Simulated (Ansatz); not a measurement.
**AlH$_{2}$⁻, singlet: stretch scan**

Starting geometry (PBE0/def2-TZVPD stationary point for this spin, not checked as a minimum):

```xyz
3

Al    0.0000   -0.0810    0.0000
H     0.0000    1.0848   -1.2329
H     0.0000    1.0848    1.2329
```

From there H2 moves along the line of the two atoms named below, all else staying in place; atoms are numbered as listed. Energies are in kcal/mol, counted from the starting geometry at the same level. Kohn–Sham curves are unrestricted where that lies lower, except RKS.

Basis 6-31++G** (Cartesian d functions); Ansatz 0.2.0. Only valence electrons are correlated (noble-gas cores frozen).

Unrestricted Kohn–Sham rows aren't spin-pure: their determinants' ⟨S²⟩ exceeds S(S+1) by up to 0.36, so they mix in states of higher spin. The highest occupied Kohn–Sham level of the anion is positive, up to +1.30 eV, so in those functionals the extra electron is held by the basis alone, which enters their differences from the reference. A value is left out where its run failed or describes another state than the reference as far as symmetry and spin tell, or, spin-broken singlets apart, can't be checked.

In so small a basis the reference is far from its limit while semilocal and hybrid functionals are nearer theirs (RPA and double hybrids share part of the reference's basis error), so the functionals' errors here hold much of the reference's basis and frozen-core error, which can add to them or hide them.

Full CI is exact within this basis and frozen core; it isn't the basis-set limit.

```
distance Al1-H2 (Å)  full CI   PBE  PBE0  B3LYP  CAM-B3LYP  wB97M-V  B2PLYP  RKS PBE0  RPA-PBE
              1.328     21.7     –     –   22.4       22.0     22.3       –      22.8        –
              1.536      2.8   3.7   3.3    3.2        3.0      3.1     2.9       3.3      2.6
              1.697      0.0   0.0   0.0    0.0        0.0      0.0     0.0       0.0      0.0
              1.861      2.2   1.3   1.8    1.7        1.9      1.7     2.0       1.8      2.2
              2.048      7.4   5.6   6.6    6.3        6.9      6.4     7.1       6.6      7.4
              2.284     14.9  12.3  14.0   13.3       14.4     13.6    14.5      14.0     14.7
              2.679     25.8  23.0  25.7   24.0       25.8     24.5    25.8      25.7     25.1
              3.178     35.3  33.0  36.6   33.8       36.1     34.7    35.8      36.6     33.9
              3.675     41.4  39.5  43.7   40.1       42.8     41.4    42.5      43.7     39.0
              4.500     47.2  44.8  49.6   45.4       49.0     47.8    48.8      50.3     42.2
              5.772     51.2  46.1  52.1   47.5       53.0     51.9    52.3      54.3     40.2
```

B3LYP at 5.772 Å lies 3.7 kcal/mol (7 %) below the reference in this basis. PBE at 5.772 Å lies 5.1 kcal/mol (10 %) below the reference in this basis.
